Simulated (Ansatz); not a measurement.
# SiBH₃S: single points off equilibrium

A test off equilibrium: a structure displaced at random from a GFN2-xTB minimum is computed at several levels, and each is set against CCSD(T).

Computed with Ansatz 0.2.0, Gaussian basis. Level: single points in def2-TZVPP.

Cores are frozen in the correlated methods. B3LYP uses VWN-RPA correlation.

**1. The system as given**

SMILES `B[SiH]=S`, 6 atoms, charge 0, spin multiplicity 1.

Atoms are counted from 1 here; the program's logs count them from 0.

Bond lengths: B1–Si2 2.095 Å, B1–H5 1.111 Å, Si2–S3 2.209 Å, Si2–H6 1.563 Å. Angles: Si2–B1–H5 120.8°, B1–Si2–S3 124.2°, B1–Si2–H6 123.0°, S3–Si2–H6 112.0°.

As a file:

```xyz
6

B     0.3989   -0.4659   -1.0194
Si   -0.3965    0.2980    0.7623
S     0.0651    2.3012    1.5706
H     0.0853   -1.8403   -1.4898
H     0.9903    0.1816   -1.7012
H    -1.1976   -0.5759    1.7816
```

**2. CCSD(T)/def2-TZVPP**

run/in.yaml reads:

```yaml
crystal:
  periodic: [false, false, false]
  atoms:
    - {symbol: B, position_ang: [0.398900, -0.465900, -1.019400]}
    - {symbol: Si, position_ang: [-0.396500, 0.298000, 0.762300]}
    - {symbol: S, position_ang: [0.065100, 2.301200, 1.570600]}
    - {symbol: H, position_ang: [0.085300, -1.840300, -1.489800]}
    - {symbol: H, position_ang: [0.990300, 0.181600, -1.701200]}
    - {symbol: H, position_ang: [-1.197600, -0.575900, 1.781600]}
basis:
  gaussian: {orbitals: def2-TZVPP}
correlation: {method: ccsd_t}
output: {forces: true}
```

The command line of these runs was not kept.

**3. PBE0-D4/def2-TZVPP**

run/in.yaml, as its differences from that of step 2:

```diff
@@ -11,3 +11,3 @@
   gaussian: {orbitals: def2-TZVPP}
-correlation: {method: ccsd_t}
-output: {forces: true}
+hamiltonian: {xc: pbe0, dispersion: d4}
+output: {forces: true, orbitals: {seedname: orbitals}}
```

**4. wB97M-V/def2-TZVPP**

run/in.yaml, as its differences from that of step 3:

```diff
@@ -11,3 +11,3 @@
   gaussian: {orbitals: def2-TZVPP}
-hamiltonian: {xc: pbe0, dispersion: d4}
-output: {forces: true, orbitals: {seedname: orbitals}}
+hamiltonian: {xc: {name: wB97M-V}}
+output: {forces: true}
```

**5. r2SCAN-D4/def2-TZVPP**

run/in.yaml, as its differences from that of step 4:

```diff
@@ -11,3 +11,3 @@
   gaussian: {orbitals: def2-TZVPP}
-hamiltonian: {xc: {name: wB97M-V}}
+hamiltonian: {xc: r2scan, dispersion: d4}
 output: {forces: true}
```

**6. PBE-D4/def2-TZVPP**

run/in.yaml, as its differences from that of step 5:

```diff
@@ -11,3 +11,3 @@
   gaussian: {orbitals: def2-TZVPP}
-hamiltonian: {xc: r2scan, dispersion: d4}
+hamiltonian: {xc: pbe, dispersion: d4}
 output: {forces: true}
```

**7. LC-wPBE/def2-TZVPP**

run/in.yaml, as its differences from that of step 6:

```diff
@@ -11,3 +11,3 @@
   gaussian: {orbitals: def2-TZVPP}
-hamiltonian: {xc: pbe, dispersion: d4}
+hamiltonian: {xc: {name: LC-wPBE}}
 output: {forces: true}
```

**8. B3LYP-D4/def2-TZVPP**

run/in.yaml, as its differences from that of step 7:

```diff
@@ -11,3 +11,3 @@
   gaussian: {orbitals: def2-TZVPP}
-hamiltonian: {xc: {name: LC-wPBE}}
+hamiltonian: {xc: {name: B3LYP}, dispersion: d4}
 output: {forces: true}
```

(Steps that only read results are left out.)

**Question.** What will these runs give? Wanted: energy less free atoms, CCSD(T)/def2-TZVPP; RMS force component; RMS force error; HOMO and LUMO, PBE0-D4; T1 diagnostic.

As calculated:

| quantity | value |
| --- | --- |
| energy less free atoms, CCSD(T)/def2-TZVPP | -1606.9 kJ/mol |
| RMS force component | 1.825 to 2.258 eV/Å over the methods |
| RMS force error | PBE0-D4 0.176, wB97M-V 0.302, r2SCAN-D4 0.091, PBE-D4 0.153, LC-wPBE 0.477, B3LYP-D4 0.104 eV/Å |
| HOMO and LUMO, PBE0-D4 | -6.77 and -4.26 eV |
| T1 diagnostic | 0.034 |

What this shows: Against CCSD(T) the functionals' energies less atoms differ by -95.0 to +11.9 kJ/mol, PBE-D4 by -95.0 kJ/mol. The reference is not at the basis limit: in triple zeta CCSD(T) underbinds, which counts against methods that bind more; the gaps are no ranking. On forces the order runs from r2SCAN-D4 to LC-wPBE. The T1 diagnostic is large here, over the usual mark for main-group molecules (transition-metal compounds often pass it harmlessly), so CCSD(T) itself may be off. The restricted Hartree–Fock reference is unstable towards an unrestricted one at one or more of these structures.
